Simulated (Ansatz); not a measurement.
**Si3H7 (SMILES [SiH3][SiH][SiH3]) at UHF/3-21G**

Aim: the energy change on altering one bond length of Si3H7 at UHF/3-21G, from 2 runs. 

The calculation is run with Ansatz 0.2.0.

26 further runs of the same task are left out: 26 set aside as unsound or not needed. Runs told in other sessions of the task aren't counted.

## (1) The system as given

The species is Si3H7 (10 atoms), meant as a doublet with charge 0. As SMILES, `[SiH3][SiH][SiH3]`. The shape is that of a PBE0-D4/def2-TZVP optimisation.

Bond lengths: Si1–Si2 2.324 Å, Si2–Si3 2.324 Å, Si1–H4 1.487 Å, Si1–H5 1.487 Å, Si1–H6 1.490 Å, Si2–H7 1.491 Å, Si3–H8 1.487 Å, Si3–H9 1.490 Å, Si3–H10 1.487 Å. Some angles: Si1–Si2–Si3 117.3°, Si1–Si2–H7 113.2°, Si3–Si2–H7 113.2°, Si2–Si1–H4 108.6°, Si2–Si1–H5 110.1°, Si2–Si1–H6 112.2°, Si2–Si3–H8 108.6°, Si2–Si3–H9 112.2°, Si2–Si3–H10 110.1°, H4–Si1–H5 109.1°.

## (2) A single-point energy at UHF/3-21G

molecule.yaml reads:

```yaml
crystal:
  periodic: [false, false, false]
  atoms:
    - {symbol: Si, position_ang: [-1.326900, 0.854900, -1.209200]}
    - {symbol: Si, position_ang: [0.719400, -0.131600, -0.719600]}
    - {symbol: Si, position_ang: [1.000400, -1.003300, 1.416100]}
    - {symbol: H, position_ang: [-2.411900, -0.065200, -0.777100]}
    - {symbol: H, position_ang: [-1.443700, 1.089800, -2.673000]}
    - {symbol: H, position_ang: [-1.505500, 2.157900, -0.508900]}
    - {symbol: H, position_ang: [1.885800, 0.672200, -1.184600]}
    - {symbol: H, position_ang: [-0.178100, -1.849500, 1.741300]}
    - {symbol: H, position_ang: [1.115000, 0.064100, 2.449300]}
    - {symbol: H, position_ang: [2.228500, -1.840300, 1.468800]}
basis:
  gaussian: {orbitals: 3-21G.json}
output: {orbitals: {seedname: orbitals}}
magnetization: {spin_polarized: true, initial_magnetization: 1}
accuracy: high
hamiltonian: {xc: hf}
```

The basis set 3-21G is read from a file made from the Basis Set Exchange's data (not shown).

Started as:

```sh
ansatz run molecule.yaml --threads 1 --pin off --max-ram 3480MiB --events-out events.jsonl --progress --plain --runs-dir runs
```

Standard output:

```text
Warning: RAYON_NUM_THREADS=1 ignored (pool sized by the plan → 1); use --threads N
Functional definition: HF
  name "HF"
  exchange = exact_x
  correlation = 0
1228 factors; integrals over basis functions are off by at most 5.5e-9 eV
mean field evaluation 1: about -23569.5232 eV, gradient 8.4e0 eV
mean field evaluation 2: about -23569.5266 eV, gradient 8.4e0 eV
mean field evaluation 4: about -23570.4526 eV, gradient 6.3e-1 eV
mean field evaluation 8: about -23570.4649 eV, gradient 4.1e-2 eV
mean field -23570.46498509 eV, -866.1986115671 hartree, gradient 2.4e-8 eV, S^2 0.760721; 0 other end points of the search recorded, 0 dependent functions left out
reference -23570.46498509 eV, -866.1986115671 hartree; 25, 24 occupied and 28, 29 virtual orbitals, 1228 factors
Total energy: -23570.46498509 eV, -866.1986115671 hartree
```

It took 1.2 s on 1 thread of Intel Xeon Platinum 8375C at 2.90GHz (Ice Lake), shared host; peak memory 0.17 GiB.

## (3) The distorted shape at the same level

input.yaml reads:

```yaml
basis:
  gaussian:
    orbitals: 3-21G.json
crystal:
  periodic: [false, false, false]
  atoms:
    - {symbol: Si, position_ang: [-0.973336, 1.108770, -1.306764]}
    - {symbol: Si, position_ang: [1.072964, 0.122270, -0.817164]}
    - {symbol: Si, position_ang: [1.353964, -0.749430, 1.318536]}
    - {symbol: H, position_ang: [-2.058336, 0.188670, -0.874664]}
    - {symbol: H, position_ang: [-1.090136, 1.343670, -2.770564]}
    - {symbol: H, position_ang: [-1.151936, 2.411770, -0.606464]}
    - {symbol: H, position_ang: [2.239364, 0.926070, -1.282164]}
    - {symbol: H, position_ang: [-0.178100, -1.849500, 1.741300]}
    - {symbol: H, position_ang: [1.468564, 0.317970, 2.351736]}
    - {symbol: H, position_ang: [2.582064, -1.586430, 1.371236]}
total_charge: 0
magnetization:
  spin_polarized: true
  initial_magnetization: 1
hamiltonian:
  xc: hf
accuracy: high
output: {orbitals: {seedname: orbitals}}
```

The basis set 3-21G is read from a file made from the Basis Set Exchange's data (not shown).

Started as:

```sh
ansatz run input.yaml --threads 1 --pin off --max-ram 3480MiB --events-out events.jsonl --progress --plain --runs-dir runs
```

Standard output:

```text
Warning: RAYON_NUM_THREADS=1 ignored (pool sized by the plan → 1); use --threads N
Functional definition: HF
  name "HF"
  exchange = exact_x
  correlation = 0
1229 factors; integrals over basis functions are off by at most 5.8e-9 eV
mean field evaluation 1: about -23568.4932 eV, gradient 8.4e0 eV
mean field evaluation 2: about -23568.4952 eV, gradient 8.4e0 eV
mean field evaluation 4: about -23569.4359 eV, gradient 6.7e-1 eV
mean field evaluation 8: about -23569.4491 eV, gradient 4.6e-2 eV
mean field evaluation 16: about -23558.1451 eV, gradient 1.7e1 eV
mean field evaluation 32: about -23569.1176 eV, gradient 2.1e0 eV
mean field -23569.44919508 eV, -866.1612819726 hartree, gradient 1.5e-8 eV, S^2 0.760864; 0 other end points of the search recorded, 0 dependent functions left out
reference -23569.44919508 eV, -866.1612819726 hartree; 25, 24 occupied and 28, 29 virtual orbitals, 1229 factors
Total energy: -23569.44919508 eV, -866.1612819726 hartree
```

Wall time 1.7 s (1 thread of Intel Xeon Platinum 8375C at 2.90GHz (Ice Lake), shared host); peak memory 0.17 GiB.

## (4) Results

At UHF/3-21G:

```
                                                          quantity          value
                                         first shape: total energy  -866.19861 Eh
                   first shape: HOMO energy (highest over α and β)       -8.67 eV
                    first shape: LUMO energy (lowest over α and β)        0.67 eV
                                                 first shape: ⟨S²⟩          0.761
                                     distorted shape: total energy  -866.16128 Eh
               distorted shape: HOMO energy (highest over α and β)       -8.78 eV
                distorted shape: LUMO energy (lowest over α and β)        0.58 eV
                                             distorted shape: ⟨S²⟩          0.761
energy change with the Si3–H8 bond stretched from 1.487 to 1.933 Å       1.016 eV
```

With the Si3–H8 bond stretched from 1.487 to 1.933 Å the energy rises by 1.02 eV (98 kJ/mol). The first shape isn't relaxed at this level, so the change isn't measured from a minimum.
